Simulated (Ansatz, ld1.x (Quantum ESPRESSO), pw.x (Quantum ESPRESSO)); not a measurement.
**What a changed setting does to a pw.x run (fcc Sb)**

Potential: PAW, ld1.x (Quantum ESPRESSO) 7.5, LDA (PW92); core [Kr], reference 4d10 5s2 5p2.5; waves: 5s (bound): rcut 1.62, rcutus 1.98 bohr; 5s channel at -0.4 Ry: rcut 1.62, rcutus 1.98 bohr; 5p (bound): rcut 1.92, rcutus 2.66 bohr; 5p channel at 0.6 Ry: rcut 1.92, rcutus 2.66 bohr; 4d (bound): rcut 1.40, rcutus 1.92 bohr; 4d channel at 0.5 Ry: rcut 1.40, rcutus 1.92 bohr; local part: all-electron potential smoothed inside 1.76 bohr (lloc = -2); core correction: a·sin(br)/r model core, default radius (core density twice the valence density); augmentation: BESSEL, radius 1.10 bohr.

The reference run (k-mesh 12³, cutoffs 60/480 Ry, Fermi–Dirac 0.01 Ry, mixing_beta 0.4, conv_thr 1e-9, no spin) gives 0.16 GPa at 25.892 Å³/atom, where all-electron LAPW gives -0.19 GPa. This run, with its own iteration cap, changes k-mesh shift to 1.

```
&control
  calculation='scf', prefix='x', pseudo_dir='./', outdir='./tmp', tstress=.true., disk_io='none'
/
&system
  ibrav=0, nat=1, ntyp=1, ecutwfc=60, ecutrho=480, nbnd=15,
  occupations='smearing', smearing='fd', degauss=0.01
/
&electrons
  conv_thr=1e-09, mixing_beta=0.4, electron_maxstep=50
/
ATOMIC_SPECIES
Sb 1.0 Sb.UPF
CELL_PARAMETERS angstrom
  0.00000000 2.34807448 2.34807448
  2.34807448 0.00000000 2.34807448
  2.34807448 2.34807448 0.00000000
ATOMIC_POSITIONS crystal
Sb 0.0000 0.0000 0.0000
K_POINTS automatic
12 12 12 1 1 1
```

```bash
pw.x < Sb.scf.in > Sb.scf.out
```

**Question.** How does the run end?

**Answer.** It converges in 8 iterations; the free energy moves by -1.4 meV/atom and the pressure by -0.13 GPa.

```
Message from routine setup:
     using ibrav=0 with symmetry is DISCOURAGED, use correct ibrav instead
     lattice parameter (alat)  =       6.2752  a.u.
     unit-cell volume          =     174.7279 (a.u.)^3
     number of electrons       =        15.00
     number of Kohn-Sham states=           15
     kinetic-energy cutoff     =      60.0000  Ry
     charge density cutoff     =     480.0000  Ry
     scf convergence threshold =      1.0E-09
     Exchange-correlation= SLA  PW   NOGX NOGC
     number of k points=   182  Fermi-Dirac smearing, width (Ry)=  0.0100
     iteration #  1     ecut=    60.00 Ry     beta= 0.40
     total energy              =    -464.80395684 Ry
     estimated scf accuracy    <       0.37881560 Ry
     iteration #  2     ecut=    60.00 Ry     beta= 0.40
     total energy              =    -464.82784408 Ry
     estimated scf accuracy    <       0.02298311 Ry
     iteration #  3     ecut=    60.00 Ry     beta= 0.40
     total energy              =    -464.83348569 Ry
     estimated scf accuracy    <       0.00204514 Ry
     iteration #  4     ecut=    60.00 Ry     beta= 0.40
     total energy              =    -464.83490242 Ry
     estimated scf accuracy    <       0.00017961 Ry
     iteration #  5     ecut=    60.00 Ry     beta= 0.40
     total energy              =    -464.83485306 Ry
     estimated scf accuracy    <       0.00001681 Ry
     iteration #  6     ecut=    60.00 Ry     beta= 0.40
     total energy              =    -464.83492031 Ry
     estimated scf accuracy    <       0.00000017 Ry
     iteration #  7     ecut=    60.00 Ry     beta= 0.40
     total energy              =    -464.83492056 Ry
     estimated scf accuracy    <       0.00000007 Ry
     iteration #  8     ecut=    60.00 Ry     beta= 0.40
     the Fermi energy is    11.8572 ev
!    total energy              =    -464.83492057 Ry
     estimated scf accuracy    <          4.8E-10 Ry
     smearing contrib. (-TS)   =      -0.00300972 Ry
     The total energy is F=E-TS. E is the sum of the following terms:
     one-electron contribution =     -61.15148298 Ry
     hartree contribution      =      53.02446945 Ry
     xc contribution           =     -53.79960471 Ry
     ewald contribution        =    -116.24333528 Ry
     one-center paw contrib.   =    -286.66195734 Ry
     convergence has been achieved in   8 iterations
          total   stress  (Ry/bohr**3)                   (kbar)     P=        0.32
     Message from routine punch:
     Nothing written, as per user request (disk_io='none')
```

The run took about 39 s on one core of a shared host (Neoverse-V1, 32 threads, 247 GiB, load 8).
